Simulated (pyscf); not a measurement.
H₃C–CH₂–N•–CH₃ → H₂C=N–CH₃ + methyl (CH₃•), a bond scission (doublet surface; C–C broken, none formed). PySCF, gas phase, ωB97X-D3(BJ)/def2-SVP geometries. Energies in kcal/mol from the reactant's lowest minimum found.

AM1 to PM7: differences of heats of formation from MOPAC. Open shells are spin-unrestricted. 

In single points PM3 puts the saddle at 36.7 kcal/mol and the reaction energy at +31.9 kcal/mol. Should these be trusted to within a few kcal/mol? Compare with ωB97M-D3(BJ)/def2-TZVP.

ωB97M-D3(BJ)/def2-TZVP gives ΔE‡ = 32.8 kcal/mol and ΔE = +28.6 kcal/mol. PM3 lies 4.0 kcal/mol over it in the barrier and 3.3 kcal/mol over it in the reaction energy, so on this step it does not hold to within 3.0 kcal/mol. ωB97M-D3(BJ)/def2-TZVP has limits of its own. H₂C=N–CH₃ lies 9.1 kcal/mol over its isomer H₃C–CH=NH (electronic energy, ωB97M-D3(BJ)). One saddle was located; it need not be the lowest between these sides.
